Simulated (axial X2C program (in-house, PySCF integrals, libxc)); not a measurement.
## Density and ELF of SiP⁺

Calculated with an in-house relativistic program for diatomic molecules. Two-component (2c) means X2C with spin–orbit coupling and atomic mean-field two-electron Coulomb and Gaunt terms. Basis: P dyall-v3z [8s7p2d1f], Si dyall-v3z [8s7p2d1f] (cores contracted in-house); Gaussian nuclei, density fitting, unrestricted open shells. Masses: P 30.974 u, Si 27.977 u.

PBE0, with spin–orbit coupling, state Ω = 1 (⟨Sz⟩ = 1.00, ⟨Lz⟩ = 0.00 at PBE0); P at z = 0, Si at z = 2.234 Å.

The maps cover the half plane through the axis: z from -2.4 to 4.2 Å along the bond, ρ from 0.15 to 2.25 Å away from it.

log10 of the density in e/bohr³:

```
 ρ\z  -2.4  -1.8  -1.2  -0.6   0.0   0.6   1.2   1.8   2.4   3.0   3.6   4.2
0.15  -3.4  -2.4  -1.5  -0.8   1.2  -0.8  -1.0  -0.3   0.8  -1.1  -1.7  -2.6
0.45  -3.5  -2.5  -1.6  -1.0  -0.4  -0.9  -1.1  -1.0  -0.4  -1.2  -1.8  -2.7
0.75  -3.6  -2.7  -1.8  -1.2  -1.0  -1.2  -1.3  -1.3  -1.2  -1.4  -2.0  -2.8
1.05  -3.8  -2.9  -2.1  -1.6  -1.4  -1.5  -1.7  -1.6  -1.6  -1.7  -2.3  -3.0
1.35  -4.0  -3.2  -2.5  -2.0  -1.8  -1.9  -2.0  -2.0  -1.9  -2.1  -2.6  -3.3
1.65  -4.3  -3.5  -2.9  -2.4  -2.3  -2.3  -2.4  -2.4  -2.4  -2.5  -3.0  -3.6
1.95  -4.6  -3.9  -3.3  -2.9  -2.7  -2.8  -2.9  -2.9  -2.9  -3.0  -3.4  -4.0
2.25  -4.9  -4.3  -3.8  -3.4  -3.2  -3.3  -3.3  -3.3  -3.3  -3.5  -3.8  -4.4
```

Electron localisation function (collinear form, no current term, damped to 0 at low density):

```
 ρ\z  -2.4  -1.8  -1.2  -0.6   0.0   0.6   1.2   1.8   2.4   3.0   3.6   4.2
0.15  0.09  0.84  0.97  0.19  0.63  0.16  0.91  0.39  0.84  0.51  1.00  0.97
0.45  0.07  0.80  0.96  0.70  0.23  0.56  0.88  0.06  0.35  0.87  1.00  0.96
0.75  0.03  0.68  0.93  0.93  0.50  0.78  0.80  0.31  0.20  0.98  0.99  0.91
1.05  0.01  0.46  0.85  0.91  0.82  0.75  0.67  0.48  0.81  0.98  0.98  0.74
1.35  0.00  0.20  0.68  0.80  0.74  0.64  0.50  0.36  0.76  0.94  0.92  0.33
1.65  0.00  0.04  0.38  0.59  0.56  0.47  0.32  0.20  0.51  0.78  0.64  0.05
1.95  0.00  0.01  0.11  0.30  0.32  0.26  0.16  0.09  0.21  0.36  0.15  0.00
2.25  0.00  0.00  0.01  0.08  0.11  0.09  0.05  0.03  0.05  0.06  0.01  0.00
```

Axial spin density in 10⁻³ e/bohr³:

```
 ρ\z  -2.4  -1.8  -1.2  -0.6    0.0   0.6   1.2   1.8  2.4   3.0   3.6   4.2
0.15   0.0  -0.4  -2.7  -6.1  207.9   0.1  -3.1  -0.5  4.6  -3.4  -1.2  -0.2
0.45   0.0  -0.2  -1.0   5.3   14.4  19.4   4.7   4.5  0.7  -1.9  -0.8  -0.2
0.75   0.0  -0.1   0.5  11.2   38.1  25.6   9.5   8.8  4.8  -0.2  -0.4  -0.1
1.05   0.0   0.0   0.9   8.2   22.9  17.2   8.2   6.9  3.9   0.4  -0.1  -0.1
1.35   0.0   0.1   0.7   4.1    9.9   8.5   5.0   3.8  2.1   0.4   0.0   0.0
1.65   0.0   0.1   0.4   1.8    3.8   3.6   2.4   1.7  1.0   0.2   0.0   0.0
1.95   0.0   0.0   0.2   0.7    1.4   1.4   1.0   0.7  0.4   0.1   0.0   0.0
2.25   0.0   0.0   0.1   0.2    0.5   0.5   0.4   0.3  0.2   0.1   0.0   0.0
```

The state is a single determinant with fixed occupations, the lowest that a limited PBE0 search found. Density functionals use the spin component along the axis (collinear). Other states lie close and PBE0, whose exact exchange favours high spin, may order them wrongly; the determinant shown need not be the ground state. The nearest other 2c determinant of the search, Ω = 2, lies 0.64 eV up at the distance of the search. With several unpaired electrons one determinant need not be a pure state. Open-shell Ω = 0 determinants with evenly filled partner blocks cannot be reached by this program, so the Ω shown need not be the lowest component. This is the Ω = 1 component of a π² triplet; the 0⁺ component is not one determinant and can lie lowest.
